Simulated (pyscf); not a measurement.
Thermochemistry of product channels of F–Si•(F)–F + water (H₂O) on the doublet surface, in kJ/mol, from ωB97M-D3(BJ)/def2-TZVP energies (ideal gas, 1 atm, RRHO with modes under 100 cm⁻¹ raised to 100, one conformer, R ln 2 for chiral ones without a mode under 150 cm⁻¹). Structures and frequencies: ωB97X-D3(BJ)/def2-SVP in PySCF.

| products | ΔE | ΔH(298 K) | ΔG(298 K) | ΔG(1200 K) |
|---|---|---|---|---|
| •O–Si(F)(F)–F + hydrogen (H₂) | [?] | -11.0 | -4.1 | [?] |
| HO–Si(F)(F)–F + H atom (H•) | -83.0 | -99.7 | -88.1 | -66.9 |

Task: Some entries are withheld; supply them.

Result: 
- •O–Si(F)(F)–F + hydrogen (H₂), ΔE: +8.5
- •O–Si(F)(F)–F + hydrogen (H₂), ΔG(1200 K): +6.4

These are energies of the channels, which say nothing of barriers.
